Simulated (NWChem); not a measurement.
## NCO (nco radical): a line through the functionals

NCO: 3 atoms, total charge 0, spin state doublet. As SMILES, `[N]=C=O`. The shape is that of a PBE0-D4/def2-TZVP optimisation.

The vertical ionisation energy (to the singlet cation) y, in eV, basis cc-pVTZ; a is the functional's share of exact exchange. Programs: NWChem 7.3.0.

```
functional  program     a  y (eV)
      UPBE   NWChem     0   13.47
  U-revPBE   NWChem     0   13.39
    UB3LYP   NWChem   0.2   13.63
     UPBE0   NWChem  0.25       ?
    UBHLYP   NWChem   0.5   13.71
```

Q: Fit y = c + s·a to the known rows and predict UPBE0.

A: 
1. Means of the 4 rows: a = 0.1750, y = 13.550.
2. Σ(Δa)² = 0.1675, Σ(Δa·Δy) = 0.096, so the slope is 0.096/0.1675 = 0.57313.
3. Intercept: 13.550 − (0.57313) × 0.1750 = 13.450. The largest residual of the fit is 0.065.
4. UPBE0: 13.450 + (0.57313) × 0.25 = 13.59 eV.

The run gave 13.71 eV, so the prediction is off by -0.12 eV, more than the scatter of the fit. The rows mix families of semi-local functionals, which the line can't see.
